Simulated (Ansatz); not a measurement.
Basis-set series for `CC(O)CN`. Total charge 0; spin multiplicity 1. The geometry is a stationary point of PBE0-D4/def2-TZVP. It is one conformer, not always the lowest.

| functional | basis | functions | energy (Eh) | HOMO (eV) | LUMO (eV) |
| --- | --- | --- | --- | --- | --- |
| PBE0-D4 | def2-SVP | 115 | -249.24345 | -6.96 | 1.61 |
| PBE0-D4 | def2-TZVPP | 281 | -249.53059 | -7.21 | 0.87 |
| ωB97M-V | def2-SVP | 115 | -249.39817 | -9.38 | 3.24 |
| ωB97M-V | def2-TZVPP | 281 | -249.69826 | -9.63 | 2.25 |

(1) Give the rows for def2-QZVPP. (Best estimate.)

## Answers

(1) Ansatz gave: 
| functional | basis | functions | energy (Eh) | HOMO (eV) | LUMO (eV) |
| --- | --- | --- | --- | --- | --- |
| PBE0-D4 | def2-QZVPP | 555 | -249.54528 | -7.27 | 0.47 |
| ωB97M-V | def2-QZVPP | 555 | -249.71267 | -9.69 | 1.63 |

Positive LUMOs are unbound and depend on the basis.
